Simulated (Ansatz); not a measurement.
The first iterations of a band of ClH + FH3Si (7 atoms, charge 0, multiplicity 1).

All numbers below come from RKS PBE-D4/def2-SVP (Ansatz).

```yaml
movable_images: 8
climbing_image: no
spring: 5.0 eV/Å²
optimiser: quadratic models (default)
start_path: through a guess of the saddle point
force_threshold: 0.05 eV/Å
iteration_limit: 60
end_points: relaxed
```

Initial state:

```xyz
7
Properties=species:S:1:pos:R:3
Si 0.254 0.000 -0.121
F 0.106 0.000 1.532
H 1.723 0.000 -0.419
H -0.393 1.241 -0.653
H -0.393 -1.241 -0.653
Cl -3.001 0.000 1.490
H -1.767 0.000 1.920
```

Final state:

```xyz
7
Properties=species:S:1:pos:R:3
Si -0.411 0.000 -0.531
F 0.032 0.001 2.881
H 0.759 0.000 0.397
H -0.448 1.231 -1.384
H -0.448 -1.231 -1.385
Cl -2.149 0.000 0.664
H -0.806 0.000 2.454
```

| iteration | highest image above the first end (eV) | largest band force component (eV/Å) |
| --- | --- | --- |
| 1 | 2.115 | 5.243 |
| 2 | 1.420 | 1.898 |

Question: Does the band converge within its limit, and where does its top end?

Answer: The run converged. It ended after 8 iterations with the highest image 1.139 eV above the first end. No image climbed, so the highest image needn't sit at the top of the path. The orbitals stay closed-shell, which can raise the energy where a bond breaks towards radicals; this wasn't checked here.

Time of the run: 56 s on 2 threads of Arm Neoverse V1 (shared host), peak memory 0.13 GiB.
